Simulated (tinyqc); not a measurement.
Inside a calculation. Method: UHF in the sto-6g basis, for H2O, spin multiplicity 3. This run ends on a higher stationary point, not on the lowest solution. One step of it, computed by the program tinyqc.

Question. Iteration 2: building the Fock matrix. J_ij = sum D_kl (ij|kl) with D = D(alpha) + D(beta), K_ij = sum D_kl (ik|jl) for each spin; F = H + J - K(s); E = tr D H + tr D J / 2 - 0.5 sum_s tr D(s) K(s) + E_nn.

D(alpha) after iteration 1:
```
            1O 1s      1O 2s    1O 2px     1O 2py     1O 2pz      2H 1s      3H 1s
1O 1s    1.046232  -0.190083  0.000000   0.000000   0.044795  -0.031837  -0.031837
1O 2s   -0.190083   0.817133  0.000000   0.000000  -0.248809   0.082997   0.082997
1O 2px   0.000000   0.000000  1.000000   0.000000   0.000000   0.000000   0.000000
1O 2py   0.000000   0.000000  0.000000   1.372636   0.000000  -0.569619   0.569619
1O 2pz   0.044795  -0.248809  0.000000   0.000000   0.806257   0.160357   0.160357
2H 1s   -0.031837   0.082997  0.000000  -0.569619   0.160357   0.926417  -0.815047
3H 1s   -0.031837   0.082997  0.000000   0.569619   0.160357  -0.815047   0.926417
```

D(beta) after iteration 1:
```
            1O 1s      1O 2s    1O 2px     1O 2py     1O 2pz      2H 1s      3H 1s
1O 1s    1.044727  -0.180685  0.000000   0.000000   0.040990  -0.036850  -0.036850
1O 2s   -0.180685   0.758908  0.000000   0.000000  -0.219892   0.112305   0.112305
1O 2px   0.000000   0.000000  0.000000   0.000000   0.000000   0.000000   0.000000
1O 2py   0.000000   0.000000  0.000000   0.527989   0.000000   0.234874  -0.234874
1O 2pz   0.040990  -0.219892  0.000000   0.000000   0.856714   0.124645   0.124645
2H 1s   -0.036850   0.112305  0.000000   0.234874   0.124645   0.152320  -0.056645
3H 1s   -0.036850   0.112305  0.000000  -0.234874   0.124645  -0.056645   0.152320
```

core Hamiltonian H = T + V (hartree):
```
             1O 1s      1O 2s     1O 2px     1O 2py     1O 2pz      2H 1s      3H 1s
1O 1s   -33.023084  -7.299708   0.000000   0.000000  -0.017288  -1.714587  -1.714587
1O 2s    -7.299708  -9.236032   0.000000   0.000000  -0.193192  -3.652134  -3.652134
1O 2px    0.000000   0.000000  -7.465554   0.000000   0.000000   0.000000   0.000000
1O 2py    0.000000   0.000000   0.000000  -7.638607   0.000000  -2.124817   2.124817
1O 2pz   -0.017288  -0.193192   0.000000   0.000000  -7.536643  -1.418719  -1.418719
2H 1s    -1.714587  -3.652134   0.000000  -2.124817  -1.418719  -5.010289  -1.370996
3H 1s    -1.714587  -3.652134   0.000000   2.124817  -1.418719  -1.370996  -5.010289
```

Two-electron integrals (ij|kl) in chemists' order, unique and non-zero (hartree):
```
(11|11) 4.787491    (21|11) 0.675884    (21|21) 0.121505    (22|11) 1.117379
(22|21) 0.249212    (22|22) 0.817383    (31|31) 0.025762    (32|31) 0.039145
(32|32) 0.180664    (33|11) 1.117381    (33|21) 0.249212    (33|22) 0.817382
(33|33) 0.880663    (41|41) 0.025762    (42|41) 0.039145    (42|42) 0.180664
(43|43) 0.047461    (44|11) 1.117381    (44|21) 0.249212    (44|22) 0.817382
(44|33) 0.785741    (44|44) 0.880663    (51|51) 0.025762    (52|51) 0.039145
(52|52) 0.180664    (53|53) 0.047461    (54|54) 0.047461    (55|11) 1.117381
(55|21) 0.249212    (55|22) 0.817382    (55|33) 0.785741    (55|44) 0.785741
(55|55) 0.880663    (61|11) 0.168321    (61|21) 0.028993    (61|22) 0.058130
(61|33) 0.058003    (61|41) 0.001191    (61|42) 0.002322    (61|44) 0.058272
(61|51) 0.000763    (61|52) 0.001488    (61|54) 0.000172    (61|55) 0.058114
(61|61) 0.007052    (62|11) 0.395375    (62|21) 0.089348    (62|22) 0.322756
(62|33) 0.317499    (62|41) 0.005997    (62|42) 0.043570    (62|44) 0.328678
(62|51) 0.003843    (62|52) 0.027925    (62|54) 0.007165    (62|55) 0.322091
(62|61) 0.021413    (62|62) 0.156192    (63|31) 0.010103    (63|32) 0.056275
(63|43) 0.009063    (63|53) 0.005809    (63|63) 0.022544    (64|11) 0.234774
(64|21) 0.053825    (64|22) 0.207401    (64|33) 0.197961    (64|41) 0.013307
(64|42) 0.082975    (64|44) 0.223311    (64|51) 0.002053    (64|52) 0.017113
(64|54) 0.010439    (64|55) 0.200929    (64|61) 0.013515    (64|62) 0.122065
(64|64) 0.117008    (65|11) 0.150474    (65|21) 0.034498    (65|22) 0.132930
(65|33) 0.126880    (65|41) 0.002053    (65|42) 0.017113    (65|44) 0.131510
(65|51) 0.011420    (65|52) 0.067243    (65|54) 0.012030    (65|55) 0.140399
(65|61) 0.008662    (65|62) 0.078235    (65|64) 0.060545    (65|65) 0.061349
(66|11) 0.526260    (66|21) 0.121128    (66|22) 0.498859    (66|33) 0.478735
(66|41) 0.010921    (66|42) 0.107112    (66|44) 0.521529    (66|51) 0.006999
(66|52) 0.068651    (66|54) 0.027428    (66|55) 0.496314    (66|61) 0.029362
(66|62) 0.300508    (66|64) 0.268444    (66|65) 0.172054    (66|66) 0.774999
(71|11) 0.168321    (71|21) 0.028993    (71|22) 0.058130    (71|33) 0.058003
(71|41) -0.001191   (71|42) -0.002322   (71|44) 0.058272    (71|51) 0.000763
(71|52) 0.001488    (71|54) -0.000172   (71|55) 0.058114    (71|61) 0.006933
(71|62) 0.020612    (71|64) 0.011813    (71|65) 0.008334    (71|66) 0.027813
(71|71) 0.007052    (72|11) 0.395375    (72|21) 0.089348    (72|22) 0.322756
(72|33) 0.317499    (72|41) -0.005997   (72|42) -0.043570   (72|44) 0.328678
(72|51) 0.003843    (72|52) 0.027925    (72|54) -0.007165   (72|55) 0.322091
(72|61) 0.020612    (72|62) 0.124920    (72|64) 0.067391    (72|65) 0.060684
(72|66) 0.195597    (72|71) 0.021413    (72|72) 0.156192    (73|31) 0.010103
(73|32) 0.056275    (73|43) -0.009063   (73|53) 0.005809    (73|63) 0.017399
(73|73) 0.022544    (74|11) -0.234774   (74|21) -0.053825   (74|22) -0.207401
(74|33) -0.197961   (74|41) 0.013307    (74|42) 0.082975    (74|44) -0.223311
(74|51) -0.002053   (74|52) -0.017113   (74|54) 0.010439    (74|55) -0.200929
(74|61) -0.011813   (74|62) -0.067391   (74|64) -0.019482   (74|65) -0.032001
(74|66) -0.093707   (74|71) -0.013515   (74|72) -0.122065   (74|74) 0.117008
(75|11) 0.150474    (75|21) 0.034498    (75|22) 0.132930    (75|33) 0.126880
(75|41) -0.002053   (75|42) -0.017113   (75|44) 0.131510    (75|51) 0.011420
(75|52) 0.067243    (75|54) -0.012030   (75|55) 0.140399    (75|61) 0.008334
(75|62) 0.060684    (75|64) 0.032001    (75|65) 0.046413    (75|66) 0.103954
(75|71) 0.008662    (75|72) 0.078235    (75|74) -0.060545   (75|75) 0.061349
(76|11) 0.137926    (76|21) 0.031420    (76|22) 0.121426    (76|33) 0.118993
(76|44) 0.121692    (76|51) 0.002213    (76|52) 0.018494    (76|55) 0.123592
(76|61) 0.007426    (76|62) 0.056663    (76|64) 0.038257    (76|65) 0.031928
(76|66) 0.109147    (76|71) 0.007426    (76|72) 0.056663    (76|74) -0.038257
(76|75) 0.031928    (76|76) 0.024678    (77|11) 0.526260    (77|21) 0.121128
(77|22) 0.498859    (77|33) 0.478735    (77|41) -0.010921   (77|42) -0.107112
(77|44) 0.521529    (77|51) 0.006999    (77|52) 0.068651    (77|54) -0.027428
(77|55) 0.496314    (77|61) 0.027813    (77|62) 0.195597    (77|64) 0.093707
(77|65) 0.103954    (77|66) 0.320146    (77|71) 0.029362    (77|72) 0.300508
(77|74) -0.268444   (77|75) 0.172054    (77|76) 0.109147    (77|77) 0.774999
```

nuclear repulsion = 9.05998280 hartree

Give: Coulomb J; exchange K(alpha); exchange K(beta); F(alpha); F(beta); total energy of this density.

Answer.

Coulomb J (hartree):
```
          1O 1s   1O 2s  1O 2px   1O 2py   1O 2pz   2H 1s    3H 1s
1O 1s   17.3843  3.0889  0.0000   0.0000  -0.0080  0.7422   0.7422
1O 2s    3.0889  8.1446  0.0000   0.0000   0.0284  3.2142   3.2142
1O 2px   0.0000  0.0000  8.0576   0.0000   0.0000  0.0000   0.0000
1O 2py   0.0000  0.0000  0.0000   8.2107   0.0000  2.0746  -2.0746
1O 2pz  -0.0080  0.0284  0.0000   0.0000   8.1655  1.3413   1.3413
2H 1s    0.7422  3.2142  0.0000   2.0746   1.3413  5.1208   1.2152
3H 1s    0.7422  3.2142  0.0000  -2.0746   1.3413  1.2152   5.1208
```

exchange K(alpha) (hartree):
```
          1O 1s    1O 2s  1O 2px   1O 2py   1O 2pz   2H 1s    3H 1s
1O 1s    4.9208   0.7955  0.0000   0.0000  -0.0020  0.2002   0.2002
1O 2s    0.7955   1.3748  0.0000   0.0000  -0.0679  0.5900   0.5900
1O 2px   0.0000   0.0000  1.1577   0.0000   0.0000  0.0000   0.0000
1O 2py   0.0000   0.0000  0.0000   1.2265   0.0000  0.3296  -0.3296
1O 2pz  -0.0020  -0.0679  0.0000   0.0000   1.1039  0.2431   0.2431
2H 1s    0.2002   0.5900  0.0000   0.3296   0.2431  0.7444   0.1677
3H 1s    0.2002   0.5900  0.0000  -0.3296   0.2431  0.1677   0.7444
```

exchange K(beta) (hartree):
```
         1O 1s    1O 2s  1O 2px   1O 2py   1O 2pz   2H 1s    3H 1s
1O 1s   4.8763   0.7369  0.0000   0.0000   0.0005  0.1883   0.1883
1O 2s   0.7369   1.1275  0.0000   0.0000  -0.0489  0.5165   0.5165
1O 2px  0.0000   0.0000  0.2557   0.0000   0.0000  0.0000   0.0000
1O 2py  0.0000   0.0000  0.0000   0.9437   0.0000  0.3446  -0.3446
1O 2pz  0.0005  -0.0489  0.0000   0.0000   1.0527  0.2157   0.2157
2H 1s   0.1883   0.5165  0.0000   0.3446   0.2157  0.5447   0.1737
3H 1s   0.1883   0.5165  0.0000  -0.3446   0.2157  0.1737   0.5447
```

F(alpha) (hartree):
```
           1O 1s    1O 2s   1O 2px   1O 2py   1O 2pz    2H 1s    3H 1s
1O 1s   -20.5596  -5.0063   0.0000   0.0000  -0.0233  -1.1726  -1.1726
1O 2s    -5.0063  -2.4662   0.0000   0.0000  -0.0969  -1.0279  -1.0279
1O 2px    0.0000   0.0000  -0.5656   0.0000   0.0000   0.0000   0.0000
1O 2py    0.0000   0.0000   0.0000  -0.6544   0.0000  -0.3798   0.3798
1O 2pz   -0.0233  -0.0969   0.0000   0.0000  -0.4750  -0.3206  -0.3206
2H 1s    -1.1726  -1.0279   0.0000  -0.3798  -0.3206  -0.6338  -0.3235
3H 1s    -1.1726  -1.0279   0.0000   0.3798  -0.3206  -0.3235  -0.6338
```

F(beta) (hartree):
```
           1O 1s    1O 2s  1O 2px   1O 2py   1O 2pz    2H 1s    3H 1s
1O 1s   -20.5151  -4.9477  0.0000   0.0000  -0.0257  -1.1607  -1.1607
1O 2s    -4.9477  -2.2189  0.0000   0.0000  -0.1159  -0.9544  -0.9544
1O 2px    0.0000   0.0000  0.3364   0.0000   0.0000   0.0000   0.0000
1O 2py    0.0000   0.0000  0.0000  -0.3716   0.0000  -0.3949   0.3949
1O 2pz   -0.0257  -0.1159  0.0000   0.0000  -0.4238  -0.2932  -0.2932
2H 1s    -1.1607  -0.9544  0.0000  -0.3949  -0.2932  -0.4342  -0.3295
3H 1s    -1.1607  -0.9544  0.0000   0.3949  -0.2932  -0.3295  -0.4342
```

total energy of this density = -75.148296 hartree
